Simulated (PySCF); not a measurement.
Work out the structure from these simulated measurements.

Formula: C2H3F.

| Item | Value |
| --- | --- |
| 13C NMR | chemical shifts (computed TMS as zero) by class: 164.1 (1 C), 100.1 (1 C) ppm [GIAO PBE0/pcSseg-1] |
| Rotational structure | rotational constants A, B, C: 66.011, 10.634, 9.158 GHz [PBE0-D3(BJ)/def2-SVP] |
| NMR, other nuclei | isotropic shieldings of nuclei other than C and H, by class: 277 (1 F) ppm [GIAO PBE0/pcSseg-1] |
| Couplings | largest of the computed one-bond spin–spin couplings (means over like bonds): 19F–13C -345.4, 13C–1H +203.3, 13C–1H +174.6, 13C–1H +169.6, 13C–13C +95.7 Hz [B3LYP/pcJ-1] |
| 1H NMR | chemical shifts (computed TMS as zero) by class: 6.74 (1 H), 5.03 (1 H), 4.59 (1 H) ppm [GIAO PBE0/pcSseg-1] |
| Dipole | 1.34 D [PBE0/pcSseg-1] |

The electronic properties come from PySCF, for the isolated species, density fitting. Levels stand in brackets. Geometry: PBE0-D3(BJ)/def2-SVP; no solvent, vibrations or thermal averaging. NMR classes are plain means over equivalent atoms (diastereotopic ones count apart unless rotation or inversion swaps them), as if these changed places fast.

**Question.** What is the compound? Reason from the data.

**Answer.** Numbering: `[CH2:1]=[CH:2][F:3]`. Its formula, C2H3F, gives 1 degree of unsaturation: 0 rings and 1 π bond in the structure found. 2 carbons fall into 2 classes; from least to most shielded: vinylic C–F carbon [C2] (164.1 ppm), terminal =CH2 carbon [C1] (100.1 ppm). Hydrogen classes from least to most shielded: 1 H on a vinylic C–F carbon, C2 (6.74 ppm), 1 H on a terminal =CH2 carbon, C1 (5.03 ppm), 1 H on a terminal =CH2 carbon, C1 (4.59 ppm). The other shieldings belong to: 277 ppm, vinyl fluorine [F3]. The couplings run between: -345.4 Hz, vinyl fluorine [F3] and vinylic C–F carbon [C2]; +203.3 Hz, vinylic C–F carbon [C2] and its hydrogen; +174.6 Hz, terminal =CH2 carbon [C1] and its hydrogen; +169.6 Hz, terminal =CH2 carbon [C1] and its hydrogen; +95.7 Hz, terminal =CH2 carbon [C1] and vinylic C–F carbon [C2]. The optimised geometry has point group Cs and is an asymmetric top. Structure: `C=CF` (C2H3F). The assignments are read from this structure; whether some other isomer fits the data as well wasn't checked.
